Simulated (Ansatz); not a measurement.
## [CH3···H···H], doublet along the distance C1-H5

Starting geometry:

```xyz
6

C    -0.1390    0.0000    0.0000
H    -0.5022    1.0273    0.0000
H    -0.5022   -0.5137    0.8897
H    -0.5022   -0.5137   -0.8897
H     0.9506    0.0000    0.0000
H     2.2130    0.0000    0.0000
```

From there H5 is moved from one fragment to the other while all else, the fragments' distance too, stays fixed; atoms are numbered as listed. Energies are in eV, counted from the starting geometry at the same level.

Basis cc-pVDZ; Ansatz 0.2.0. Only valence electrons are correlated (noble-gas cores frozen). Prefix R: restricted or restricted open-shell reference.

For open shells CISD is restricted-active-space CI with the open shells as a complete middle space.

Full CI isn't at hand for all of this; RCCSDTQ serves as the reference, and is uncertain by about the last step of the cluster series.

```
distance C1-H5 (Å)   CISD
             1.090  0.000
             1.164  0.057
             1.311  0.350
             1.459  0.480
             1.607  0.485
```

**Question.** Estimate the RCCSDTQ curve in cc-pVDZ from this one, knowing how CISD errs.

**Answer.** The computed RCCSDTQ values, in eV from the starting point, and the error of CISD against them:
```
distance C1-H5 (Å)  RCCSDTQ  CISD less RCCSDTQ
             1.090    0.000              0.000
             1.164    0.034              0.024
             1.311    0.275              0.074
             1.459    0.399              0.082
             1.607    0.460              0.026
```

The error spans 0.082 eV and is largest, 0.082 eV, at 1.459 Å.
